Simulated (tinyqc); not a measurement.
Worked calculation: UHF in the sto-3g basis, for H2O, spin multiplicity 1. One step of it, computed by the program tinyqc.

Problem. Orthogonalisation. S = U s U^T; canonical form X = U s^(-1/2), so that X^T S X = 1. Each column of U has its largest component positive (the first on a tie).

overlap S, order 1O 1s, 1O 2s, 1O 2px, 1O 2py, 1O 2pz, 2H 1s, 3H 1s:
```
[[1.000000, 0.236704, 0.000000, 0.000000, 0.000000, 0.026300, 0.025664],
 [0.236704, 1.000000, 0.000000, 0.000000, 0.000000, 0.299608, 0.294435],
 [0.000000, 0.000000, 1.000000, 0.000000, 0.000000, 0.000000, 0.000000],
 [0.000000, 0.000000, 0.000000, 1.000000, 0.000000, 0.202171, -0.199384],
 [0.000000, 0.000000, 0.000000, 0.000000, 1.000000, 0.192649, 0.189859],
 [0.026300, 0.299608, 0.000000, 0.202171, 0.192649, 1.000000, 0.155603],
 [0.025664, 0.294435, 0.000000, -0.199384, 0.189859, 0.155603, 1.000000]]
```

Give: eigenvalues of S; X.

Solution.

eigenvalues of S: [0.532, 0.628, 0.880, 1.000, 1.117, 1.217, 1.626]

X, order 1O 1s, 1O 2s, 1O 2px, 1O 2py, 1O 2pz, 2H 1s, 3H 1s:
```
[[-0.405, 0.016, 0.693, 0.000, 0.615, -0.003, 0.204],
 [0.925, -0.027, -0.303, 0.000, 0.343, -0.003, 0.452],
 [0.000, 0.000, 0.000, 1.000, 0.000, 0.000, 0.000],
 [0.025, 0.765, -0.002, 0.000, 0.001, 0.721, 0.004],
 [0.463, -0.012, 0.687, 0.000, -0.580, -0.001, 0.241],
 [-0.592, -0.692, -0.213, 0.000, -0.176, 0.386, 0.398],
 [-0.541, 0.726, -0.217, 0.000, -0.179, -0.392, 0.392]]
```
